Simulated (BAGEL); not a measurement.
**PBE0/cc-pVTZ (density fitting with qzvpp-jkfit) run of SiH4O (Si(OH)H3)**

Aim: the energy change on altering one bond length of SiH4O (Si(OH)H3) at PBE0/cc-pVTZ (density fitting with qzvpp-jkfit), from 2 runs. 

The calculation is run with BAGEL 1.2.2.

4 further runs of the same task are left out: 3 that didn't finish, 1 set aside as unsound or not needed.

## 1. The molecule

SiH4O: 6 atoms, total charge 0, spin state singlet. As SMILES, `[H][Si]([H])([H])O`. Geometry: relaxed at GFN2-xTB.

Bond lengths: Si1–O2 1.625 Å, O2–H3 0.953 Å, Si1–H4 1.464 Å, Si1–H5 1.464 Å, Si1–H6 1.453 Å. Angles: Si1–O2–H3 122.4°, O2–Si1–H4 110.3°, O2–Si1–H5 110.3°, O2–Si1–H6 101.4°, H4–Si1–H5 108.8°, H4–Si1–H6 112.9°, H5–Si1–H6 112.9°.

## 2. The energy at PBE0/cc-pVTZ (density fitting with qzvpp-jkfit)

Input file job.json:

```json
{ "bagel" : [

{
  "title" : "molecule",
  "basis" : "cc-pvtz.json",
  "df_basis" : "qzvpp-jkfit",
  "angstrom" : true,
  "geometry" : [
    { "atom" : "Si", "xyz" : [      -0.059940,      -0.114970,      -0.407910 ] },
    { "atom" : "O", "xyz" : [      -0.059540,      -0.091910,       1.217130 ] },
    { "atom" : "H", "xyz" : [       0.327320,       0.620940,       1.717260 ] },
    { "atom" : "H", "xyz" : [       1.313150,      -0.112770,      -0.916850 ] },
    { "atom" : "H", "xyz" : [      -0.760380,       1.058380,      -0.933190 ] },
    { "atom" : "H", "xyz" : [      -0.760600,      -1.359670,      -0.676430 ] }
  ]
},

{
  "title" : "ks",
  "xc_func" : "pbe0"
},

{
  "title" : "print",
  "file" : "orbitals.molden",
  "orbitals" : true
}

]}
```

The basis set cc-pVTZ is read from a file made from the Basis Set Exchange's data (not shown).

Started as:

```sh
$ BAGEL_NUM_THREADS=1 BAGEL job.json > job.out
```

What it wrote:

```text
* using 1 threads per process

  ===============================================================
  ===============================================================

  *** Geometry ***

  { "atom" : "Si", "xyz" : [     -0.113270,     -0.217262,     -0.770838 ] },
  { "atom" : "O", "xyz" : [     -0.112514,     -0.173685,      2.300042 ] },
  { "atom" : "H", "xyz" : [      0.618545,      1.173407,      3.245151 ] },
  { "atom" : "H", "xyz" : [      2.481494,     -0.213104,     -1.732595 ] },
  { "atom" : "H", "xyz" : [     -1.436910,      2.000048,     -1.763474 ] },
  { "atom" : "H", "xyz" : [     -1.437326,     -2.569404,     -1.278267 ] },

  Number of auxiliary basis functions:      277

  Since a DF basis is specified, we compute 2- and 3-index integrals:
    o Being stored without compression. Storage requirement is 0.032 GB

  Number of basis functions:      120
  Number of electrons      :       26

    * METHOD: MOLECULE                             0.78

  *** Kohn-Sham DFT ***

    * Removing 8725 points whose weight is below 1.00e-10
    * Grid points: 80711

  === Nuclear Repulsion ===
    65.6694777563

       - DIIS with orbital gradients will be used.

  === KS iteration (pbe0 / cc-pvtz.json) ===
      0       -334.28090036          0.09568281           1.14
      1       -295.71529202          0.19549974           0.91
      2       -342.94978019          0.11291336           1.21
      3       -366.40301349          0.04433200           1.42
      4       -366.69208177          0.02566874           1.26
      5       -366.89483217          0.01269537           1.33
      6       -366.97275923          0.00443927           1.24
      7       -366.98196009          0.00036041           1.39
      8       -366.98201128          0.00005862           1.76
      9       -366.98201281          0.00001170           1.52
     10       -366.98201286          0.00000329           1.20
     11       -366.98201286          0.00000151           1.32
     12       -366.98201287          0.00000010           1.43
     13       -366.98201287          0.00000002           1.09
     14       -366.98201287          0.00000000           1.08
    * SCF iteration converged.

    * Permanent dipole moment:
           (   -0.237199,    -0.434956,    -0.054267) a.u.

    * METHOD: KS                                  22.42

    * METHOD: PRINT                                0.04

  ===============================================================
```

Run time: 24 s. Hardware: 1 thread of Intel Xeon at 2.50GHz (Skylake/Cascade Lake), shared host; peak memory 0.44 GiB.

## 3. The distorted shape, same level

Input file input.json:

```json
{ "bagel" : [

{
  "title" : "molecule",
  "basis" : "cc-pvtz.json",
  "df_basis" : "qzvpp-jkfit",
  "angstrom" : true,
  "geometry" : [
    { "atom" : "Si", "xyz" : [   -0.369448,   -0.685286,   -0.808039 ] },
    { "atom" : "O", "xyz" : [   -0.369048,   -0.662226,    0.817001 ] },
    { "atom" : "H", "xyz" : [    0.327320,    0.620940,    1.717260 ] },
    { "atom" : "H", "xyz" : [    1.003642,   -0.683086,   -1.316979 ] },
    { "atom" : "H", "xyz" : [   -1.069888,    0.488064,   -1.333319 ] },
    { "atom" : "H", "xyz" : [   -1.070108,   -1.929986,   -1.076559 ] }
  ]
},
{ "title" : "ks", "xc_func" : "pbe0" },
{ "title" : "print", "file" : "orbitals.molden", "orbitals" : true }

]}
```

The basis set cc-pVTZ is read from a file made from the Basis Set Exchange's data (not shown).

Started as:

```sh
$ BAGEL_NUM_THREADS=1 BAGEL input.json > input.out
```

What it wrote:

```text
* using 1 threads per process

  ===============================================================
  ===============================================================

  *** Geometry ***

  { "atom" : "Si", "xyz" : [     -0.698156,     -1.295003,     -1.526972 ] },
  { "atom" : "O", "xyz" : [     -0.697400,     -1.251426,      1.543908 ] },
  { "atom" : "H", "xyz" : [      0.618545,      1.173407,      3.245151 ] },
  { "atom" : "H", "xyz" : [      1.896609,     -1.290845,     -2.488730 ] },
  { "atom" : "H", "xyz" : [     -2.021795,      0.922307,     -2.519608 ] },
  { "atom" : "H", "xyz" : [     -2.022211,     -3.647145,     -2.034402 ] },

  Number of auxiliary basis functions:      277

  Since a DF basis is specified, we compute 2- and 3-index integrals:
    o Being stored without compression. Storage requirement is 0.032 GB

  Number of basis functions:      120
  Number of electrons      :       26

    * METHOD: MOLECULE                             0.65

  *** Kohn-Sham DFT ***

    * Removing 8030 points whose weight is below 1.00e-10
    * Grid points: 81406

  === Nuclear Repulsion ===
    62.8996661954

       - DIIS with orbital gradients will be used.

  === KS iteration (pbe0 / cc-pvtz.json) ===
      0       -334.30485484          0.08832792           1.10
      1       -292.27267262          0.19043964           1.04
      2       -342.85240995          0.09868122           1.10
      3       -365.91504573          0.04914143           1.15
      4       -365.58826143          0.04569628           1.24
      5       -366.52413340          0.02284449           1.40
      6       -366.73684521          0.01396487           1.13
      7       -366.83026880          0.00161533           1.21
      8       -366.83156349          0.00041084           1.25
      9       -366.83164912          0.00009025           1.25
     10       -366.83165321          0.00002443           1.13
     11       -366.83165349          0.00000605           1.05
     12       -366.83165352          0.00000213           1.08
     13       -366.83165352          0.00000037           0.95
     14       -366.83165352          0.00000009           0.98
     15       -366.83165352          0.00000001           0.95
     16       -366.83165352          0.00000001           1.16
    * SCF iteration converged.

    * Permanent dipole moment:
           (   -0.299123,    -0.551339,    -0.132741) a.u.

    * METHOD: KS                                  21.75

    * METHOD: PRINT                                0.03

  ===============================================================
```

Wall time 23 s (1 thread of Intel Xeon at 2.50GHz (Skylake/Cascade Lake), shared host); peak memory 0.44 GiB.

## 4. What came out

At PBE0/cc-pVTZ (density fitting with qzvpp-jkfit):

| quantity | value |
| --- | --- |
| first shape: total energy | -366.98201 Eh |
| first shape: dipole moment | 1.27 D |
| first shape: HOMO energy | -8.64 eV |
| first shape: LUMO energy | 0.25 eV |
| first shape: HOMO–LUMO gap | 8.89 eV |
| distorted shape: total energy | -366.83165 Eh |
| distorted shape: dipole moment | 1.63 D |
| distorted shape: HOMO energy | -8.28 eV |
| distorted shape: LUMO energy | -3.91 eV |
| distorted shape: HOMO–LUMO gap | 4.37 eV |
| energy change with the O2–H3 bond stretched from 0.953 to 1.715 Å | 4.091 eV |

With the O2–H3 bond stretched from 0.953 to 1.715 Å the energy rises by 4.09 eV (395 kJ/mol). The first shape isn't relaxed at this level, so the change isn't measured from a minimum. A restricted reference can't describe the breaking bond well at this length.
